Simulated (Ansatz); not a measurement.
Two shapes of doublet HClO(+).

Shape 1:

```xyz
3

O     0.1813    0.3393    1.0137
H     0.8568   -0.2436    1.3355
Cl   -0.1249   -0.1617   -0.5484
```

Shape 2:

```xyz
3

O     0.1615    0.3425    0.9787
H     0.8762   -0.2563    1.3520
Cl   -0.1244   -0.1522   -0.5299
```

Basis set: def2-SVP (spherical functions). Correlated methods keep 6 orbitals frozen. Charge 1, multiplicity 2.

Computed with Ansatz (development build ahead of 0.2.0); each method stands on the lowest determinant of its kind that the runs found.

Task: Which shape is lower in energy, and by how much in each method?

Result:

```csv
method,E(2) − E(1) (eV)
UHF,-0.109
UHF-MP2,-0.456
```

Shape 2 is lower. Caution for UHF-MP2: MP2 forces lie far from those of the mean fields.
